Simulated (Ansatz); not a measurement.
**Scan of [Br···H···O], triplet**

Starting geometry:

```xyz
3

Br    0.0000    0.0000   -1.5079
H     0.0000    0.0000   -0.0873
O     0.0000    0.0000    1.5951
```

From there H2 is moved from one fragment to the other while all else, the fragments' distance too, stays fixed, so the hump isn't the reaction's barrier; atoms are numbered as listed. Energies are in kcal/mol, counted from the starting geometry at the same level.

Basis cc-pVDZ; Ansatz 0.2.0. Only valence electrons are correlated (noble-gas cores and the filled d shells of p-block atoms frozen). R marks a restricted (for open shells ROHF) determinant, U an unrestricted one. No spin–orbit coupling is included, and no scalar relativity.

Unrestricted rows (U) aren't spin-pure: their determinants' ⟨S²⟩ exceeds S(S+1) by up to 0.14, so they mix in states of higher spin. HF rows are the lowest solutions found. Coupled cluster chose its determinant by trial CCSD, here up to 0.42 eV above the lowest Hartree–Fock solution of its kind, and MP2 stands on that determinant too. The largest doubles amplitude grows up the series, to 0.16: the determinant mixes near-degenerate terms, and the last step may understate the doubt. A value is left out where its run failed or describes another state than the reference as far as symmetry and spin tell, or, spin-broken singlets apart, can't be checked. The reference follows the lowest state, whose symmetry changes from Σ⁻ or Δ to Π between 1.618 and 1.717, from Π to Σ⁻ or Δ between 1.915 and 2.014.

Full CI isn't at hand for all of this; UCCSDT(Q) serves as the reference, and is uncertain by about the last step of the cluster series. The frozen core follows each run's orbitals, which can shift R against U totals by a few meV for light atoms and by up to 0.1 eV past Ca.

```
distance Br1-H2 (Å)  UCCSDT(Q)  curve A  curve B  curve C  curve D
              1.321        3.2      3.2      3.0      2.0      3.0
              1.421        0.0      0.0      0.0      0.0      0.0
              1.520        2.9      3.0      3.2      4.2      3.2
              1.618        9.1      9.3      9.6     11.6      9.6
              1.717       14.2     14.6     20.5        –     15.8
              1.816       13.5     13.9     21.2     26.3     15.6
              1.915        7.6      7.9      9.0     21.8      8.8
              2.014       -0.5     -0.2     -1.3     10.4      0.0
              2.113       -6.8     -6.6     -8.1      1.1     -6.8
```

(1) The curves come from BCCD(T), RCCSD, RMP2, UHF. Compare each with UCCSDT(Q) and say which is which.

## Answers

(1) A: BCCD(T), B: RMP2, C: UHF, D: RCCSD. Spread of the error against UCCSDT(Q), over the points where both stand: A 0.5, B 9.0, C 15.4, D 2.3 kcal/mol.
